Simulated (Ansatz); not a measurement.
**CHOSi (quartet): wave-function methods side by side at a displaced geometry (v1), cc-pVDZ**

How much of the correlation energy of CHOSi (quartet) does each wave-function method recover here?

Computed with Ansatz 0.2.0, Gaussian basis. Level: cc-pVDZ, core rule «outside noble gas», up to 7 orbitals frozen.

The runs, in order: UHF; CCSD(T) on ROHF; CCSD(T) on UHF; BCCD(T) on ROHF; CISD as a restricted active space (open shells left free, so some higher excitations enter); CCSDT(Q) on ROHF; CCSDT(Q) on UHF.

26 further runs of the same task are left out: 14 that didn't finish, 12 set aside as unsound or not needed. Runs told in other sessions of the task aren't counted.

### 1 What is computed

The geometry is a PBE0/def2-TZVP stationary point (not a proven minimum) with its atoms shifted at random (size 0.040 Å).

4 atoms, charge 0, spin multiplicity 4.

Atoms are counted from 1 here; the program's logs count them from 0.

Bond lengths: C1–O2 1.286 Å, O2–Si3 1.753 Å, Si3–H4 1.431 Å. Angles: C1–O2–Si3 137.3°, O2–Si3–H4 118.7°.

### 2 UHF

File in.yaml:

```yaml
crystal:
  periodic: [false, false, false]
  atoms:
    - {symbol: C, position_ang: [-0.021965, 0.316674, 1.752359]}
    - {symbol: O, position_ang: [-0.022798, -0.344664, 0.649328]}
    - {symbol: Si, position_ang: [0.025166, 0.011560, -1.065944]}
    - {symbol: H, position_ang: [-0.077611, 1.375361, -1.486542]}
basis:
  gaussian: {orbitals: cc-pVDZ}
magnetization: {spin_polarized: true, initial_magnetization: 3}
hamiltonian: {xc: hf}
output: {orbitals: {seedname: orbitals}}
```

Command:

```
> ansatz run in.yaml --threads 1 --pin off --events-out ev --progress --plain --max-ram 2393MiB
```

Further steps of the session: CCSD(T) on ROHF; CCSD(T) on UHF; BCCD(T) on ROHF; CISD as a restricted active space (open shells left free, so some higher excitations enter); CCSDT(Q) on ROHF; CCSDT(Q) on UHF.

Before running them: what should the planned runs give, taken together? Wanted: UCCSDT(Q) from the RHF energy; RMP2 from UCCSDT(Q); UMP2 from UCCSDT(Q); RCCSD from UCCSDT(Q); RCCSD(T) from UCCSDT(Q); UCCSD(T) from UCCSDT(Q); RCCSDT(Q) from UCCSDT(Q); T1 diagnostic.

The runs gave:

| quantity | value |
| --- | --- |
| UCCSDT(Q) from the ROHF energy | -10.2375 eV |
| RMP2 from UCCSDT(Q) | +1207.0 meV |
| UMP2 from UCCSDT(Q) | +1211.1 meV |
| RCCSD from UCCSDT(Q) | +390.0 meV |
| RCCSD(T) from UCCSDT(Q) | +66.8 meV |
| UCCSD(T) from UCCSDT(Q) | +66.9 meV |
| RCCSDT(Q) from UCCSDT(Q) | +6.1 meV |
| levels within 1 kcal/mol (43 meV) | RCCSDT, UCCSDT, RCCSDT(Q) |
| T1 diagnostic | 0.031 |

In words: RCCSD(T) misses by +66.8 meV, 0.7 % of the correlation energy. These misses are within one basis, not against nature; the frozen cores of restricted and unrestricted runs differ, which can shift their rows.

With open shells the CI space here admits some higher excitations, so it is larger than plain CISD.
